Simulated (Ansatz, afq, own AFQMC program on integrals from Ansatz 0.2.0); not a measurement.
# Al2B, doublet in cc-pVDZ, levels against CCSDT(Q)

```yaml
atoms:
  - { symbol: Al, position_ang: [0.0000, 0.0000, 2.3970] }
  - { symbol: B, position_ang: [0.0000, 0.0000, -0.1580] }
  - { symbol: Al, position_ang: [0.0000, 0.0000, -2.2389] }
```

Connectivity, by distances: Al–B–Al.

Basis cc-pVDZ. Only valence electrons are correlated. AFQMC by an in-house program on the Cholesky factors that Ansatz 0.2.0 writes for its CCSD(T) run. ph-AFQMC/CISD is guided by a CISD state made of CCSD amplitudes; releasing the constraint for a short imaginary time cuts its bias at the price of noise, slowly where states lie close. Error bars are statistical, one sigma.

Determinant: ROHF, the one that the program's search chose, which needn't be the lowest solution. The geometry is a point of a scan.

No full CI on the walks' own integrals is used here; CCSDT(Q) serves as the reference and is uncertain by about the last step of the cluster series.

Cautions: higher spins were not checked; a spin-contaminated unrestricted determinant lies lower (UHF 542 meV lower, ⟨S²⟩ 1.94); the released energies get too noisy after the second time (errors over twice the walk's own, or jumping), so no released level is given (meV from the phaseless value at times in 1/Eh: -42 ± 25 at 0.24, -30 ± 21 at 0.51, -52 ± 34 at 0.99, -78 ± 29 at 1.62, -107 ± 39 at 2.40), though the last usable value meets CCSDT(Q) within the noise; CCSDT(Q) on the UHF determinant differs (366 meV lower), perhaps since the unrestricted series falls towards higher spin.

- T1 diagnostic: 0.0230
- weight of the determinant in the CISD state: 0.810
- size of the correlated space: 9 electrons in 39 orbitals

```json
{"level": "MP2", "correlation energy (eV)": "-3.7998"}
{"level": "CCSD", "correlation energy (eV)": "-5.0941"}
{"level": "CCSD(T)", "correlation energy (eV)": "-5.2818"}
```

Task: Estimate where phaseless AFQMC with a CISD trial lies against CCSD(T) on the same integrals.

Result: 1.5 ± 1.4 kJ/mol below CCSD(T). The gap is under twice the noise, so this walk alone can't tell the two apart.

Reference: CCSDT(Q), correlation energy -5.354 eV.

```csv
level,E − E(reference) (kJ/mol),share of correlation (%)
CCSD(T),6.9,98.66
CCSDT,1.6,99.70
ph-AFQMC/CISD,5.5 ± 1.4,98.94
```

A walk keeps the symmetry of its determinant, which the program's search chose and which needn't be the lowest solution, so a lower state of the same spin and another symmetry isn't excluded.
